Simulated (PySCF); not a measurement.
## Gas-phase XPS of `C=C=C=CC#N`, computed

Species: C₅H₃N.
SMILES with atom numbers: `[CH2:1]=[C:2]=[C:3]=[CH:4][C:5]#[N:6]`

Level of theory: PySCF 2.14.0, delta-SCF UKS SCAN, pcX-2 on the ionised atom, pcseg-1 elsewhere, spin-free X2C. These are vertical core ionisation energies against the vacuum level, from separate self-consistent calculations with and without the core hole.

**Question.** What binding energy does each computed site have?

**Answer.** 
| atom(s) | bonded to | level | binding energy (eV) | above the level's lowest (eV) | count |
| --- | --- | --- | --- | --- | --- |
| C1 | C (double bond) and 2 H | C 1s | 291.13 | 0.00 | 1 |
| C4 | C (double bond), C and H | C 1s | 292.01 | +0.88 | 1 |
| C5 | N (triple bond) and C | C 1s | 292.10 | +0.97 | 1 |
| N6 | C (triple bond) | N 1s | 404.66 | 0.00 | 1 |

Lowest listed C 1s: C1, bonded to C (double bond) and 2 H. Highest, 0.97 eV above it: C5, bonded to N (triple bond) and C. The widest gap between neighbouring values is 0.88 eV, between 291.13 and 292.01 eV.

**Question.** Which effective nuclear charge Zeff reproduces each element's mean 1s value in the hydrogen-like formula E = 13.606 eV × Zeff²?

**Answer.** C (Z = 6): mean 291.7 eV, Zeff = 4.63, Z − Zeff = 1.37; N (Z = 7): mean 404.7 eV, Zeff = 5.45, Z − Zeff = 1.55. Means run over the listed sites, weighted by atom count.

The list is incomplete; no value stands for C 1s of C2, C3 (hole states with ⟨S²⟩ of 1 or more are left out). Geometry: PBE0-D3(BJ)/def2-SVP; no solvent, vibrations or thermal averaging.
